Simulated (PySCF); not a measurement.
First SCF of a structure search on doublet CF3, at a hand-made trigonal pyramidal geometry. PySCF input:

```python
from pyscf import gto, scf, dft
mol = gto.M(atom='''
C      0.000000     0.000000     0.000000
F      1.227300     0.000000     0.652600
F     -0.613600     1.062900     0.652600
F     -0.613600    -1.062900     0.652600''',
    basis={'C': 'def2-TZVP', 'F': 'def2-TZVP'},
    charge=0, spin=1)
mf = dft.UKS(mol, xc='PBE0')
mf.grids.atom_grid = (50, 194)
aux = {'C': 'def2-universal-JKFIT', 'F': 'def2-universal-JKFIT'}
mf = mf.density_fit(auxbasis=aux)
mf.conv_tol = 1e-08
mf.diis_space = 10
mf.max_cycle = 60
mf.init_guess = 'minao'
mf.verbose = 4
mf.kernel()
```

Excerpt of the output (cycles alone):

```
init E= -337.676199467781
cycle= 1 E= -337.190693456647  delta_E= 0.486  |g|= 0.661  |ddm|= 1.21
cycle= 2 E= -336.830534435436  delta_E= 0.36  |g|= 1.28  |ddm|= 0.875
cycle= 3 E= -337.351923110385  delta_E= -0.521  |g|= 0.0346  |ddm|= 0.508
cycle= 4 E= -337.352443480823  delta_E= -0.00052  |g|= 0.0174  |ddm|= 0.0369
cycle= 5 E= -337.352558355215  delta_E= -0.000115  |g|= 0.00335  |ddm|= 0.0149
cycle= 6 E= -337.352566557169  delta_E= -8.2e-06  |g|= 0.00144  |ddm|= 0.00384
cycle= 7 E= -337.352567964102  delta_E= -1.41e-06  |g|= 0.000301  |ddm|= 0.00166
cycle= 8 E= -337.352568084611  delta_E= -1.21e-07  |g|= 0.000125  |ddm|= 0.000493
cycle= 9 E= -337.352568091852  delta_E= -7.24e-09  |g|= 9.72e-05  |ddm|= 0.000128
Extra cycle  E= -337.3525680876  delta_E= 4.25e-09  |g|= 0.00016  |ddm|= 0.000104
converged SCF energy = -337.3525680876  <S^2> = 0.75257247  2S+1 = 2.0025708
```

No lower solution of this spin was found by a stability analysis within the unrestricted form.

The search for the lowest solution, with the stability check, took 4.9 s on 4 threads of a shared Arm Neoverse V2 host, with 124 basis functions; the process peaked at 0.41 GiB. Launch command: `OMP_NUM_THREADS=4 python axn.py task.json out`.
